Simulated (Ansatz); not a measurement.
Basis-set extrapolation for C3H4FN (`C=C(F)C=N`) (PBE0-D4/def2-TZVP geometry, frozen core, Ansatz). Multiplicity 1, RHF reference.

```csv
,def2-TZVPP,def2-QZVPP
HF,-269.880474,-269.892285
MP2 correlation,-0.922178,-0.991028
CCSD(T) correlation,-0.988142,not run
```

Energies in hartree. Use E(X) = E(∞) + A·exp(−7.88·√X) for Hartree–Fock and E(X) = E(∞) + B·X^(−2.97) for correlation, with X = 3 and 4, and add CCSD(T) minus MP2 of the smaller set to the MP2 limit.

Problem. What is the CCSD(T) energy at the basis-set limit?

Solution. HF limit: -269.892285 + (-0.011811) × 0.13774 = -269.89391. MP2 limit: -0.991028 + (-0.068850) × 0.74074 = -1.04203. Higher-order term: -0.988142 − (-0.922178) = -0.06596. Total: -271.00190 hartree, 83.6 kcal/mol below CCSD(T)/def2-TZVPP.
